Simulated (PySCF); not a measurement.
Gas-phase reaction: 2 HCN + 3 C2H6 ⇌ N2 + 2 C4H10 (isobutane)

Computed with PySCF (xtb for GFN2) and rigid-rotor harmonic-oscillator thermochemistry at 1 bar. 'Table' is the NASA 1993 thermochemical table (part measured, part estimated). † marks an energy on the PBE0/def2-TZVP geometry and frequencies; other levels use their own. All species are closed-shell singlets.

Levels: a) ωB97M-V/def2-TZVP†; b) PBE/def2-TZVP†; c) GFN2-xTB; d) HF/def2-TZVP†; e) LDA/def2-TZVP†.

Problem. Order the levels by the distance of their ΔH°(298 K) from the table for this reaction, closest first.

Solution. a (+3 kJ), b (+21 kJ), d (+50 kJ), e (-76 kJ), c (+95 kJ)

The table gives -288 kJ. The order holds for this reaction alone, and for the 1993 entries, some of which have been revised since.
